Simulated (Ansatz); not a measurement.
# CH₅AlN+ (SMILES [CH2+][NH][AlH2]): single points off equilibrium

An exercise on one series of results from a longer session: the logs are not shown, and one member is left open.

The runs use Ansatz 0.2.0, Gaussian basis; single points in def2-TZVPP.

Correlated methods freeze the cores.

**Where the work starts**

8 atoms, charge 1, spin multiplicity 1.

Atoms are counted from 1 here; the program's logs count them from 0.

Bond lengths: C1–N2 1.408 Å, C1–H4 1.013 Å, C1–H5 1.241 Å, N2–Al3 1.858 Å, N2–H6 1.044 Å, Al3–H7 1.576 Å, Al3–H8 1.620 Å. Angles: N2–C1–H4 122.3°, N2–C1–H5 119.6°, H4–C1–H5 117.9°, C1–N2–Al3 116.3°, C1–N2–H6 113.9°, Al3–N2–H6 128.5°, N2–Al3–H7 118.3°, N2–Al3–H8 112.8°, H7–Al3–H8 128.3°.

Coordinates:

```xyz
8

C    -1.0880    0.6880   -0.3583
N     0.2805    0.6160   -0.0344
Al    0.9250   -1.0573    0.4524
H    -1.6782   -0.1338   -0.4011
H    -1.6225    1.7970   -0.5176
H     0.7383    1.5476    0.0799
H     2.4461   -1.1868    0.8428
H    -0.1504   -2.2421    0.1962
```

Set-up of the first run:

run/in.yaml

```yaml
crystal:
  periodic: [false, false, false]
  atoms:
    - {symbol: C, position_ang: [-1.088000, 0.688000, -0.358300]}
    - {symbol: N, position_ang: [0.280500, 0.616000, -0.034400]}
    - {symbol: Al, position_ang: [0.925000, -1.057300, 0.452400]}
    - {symbol: H, position_ang: [-1.678200, -0.133800, -0.401100]}
    - {symbol: H, position_ang: [-1.622500, 1.797000, -0.517600]}
    - {symbol: H, position_ang: [0.738300, 1.547600, 0.079900]}
    - {symbol: H, position_ang: [2.446100, -1.186800, 0.842800]}
    - {symbol: H, position_ang: [-0.150400, -2.242100, 0.196200]}
basis:
  gaussian: {orbitals: def2-TZVPP}
total_charge: 1
correlation: {method: ccsd_t}
output: {forces: true}
```

The command line of these runs was not kept.

Steps of the session up to this table: CCSD(T)/def2-TZVPP; PBE0-D4/def2-TZVPP; wB97M-V/def2-TZVPP; r2SCAN-D4/def2-TZVPP; PBE-D4/def2-TZVPP; r2SCANh-D4/def2-TZVPP; SPW92/def2-TZVPP.

One of the session's tables, all rows but one given; the rest of the session is left out.

| method | RMS force component (eV/Å) | angle to CCSD(T) forces (°) |
| --- | --- | --- |
| CCSD(T) | 2.310 | reference |
| PBE0-D4 | 2.454 | 4.5 |
| wB97M-V | 2.437 | 3.8 |
| r2SCAN-D4 | 2.362 | 2.9 |
| PBE-D4 | 2.312 | 3.8 |
| r2SCANh-D4 | 2.409 | 3.6 |
| SPW92 | ? | ? |

**Question.** Estimate the row for SPW92.

As computed: RMS force component (eV/Å): 2.419; angle to CCSD(T) forces (°): 7.9. In the column «RMS force component (eV/Å)» it lies between r2SCANh-D4 (2.409) and wB97M-V (2.437).
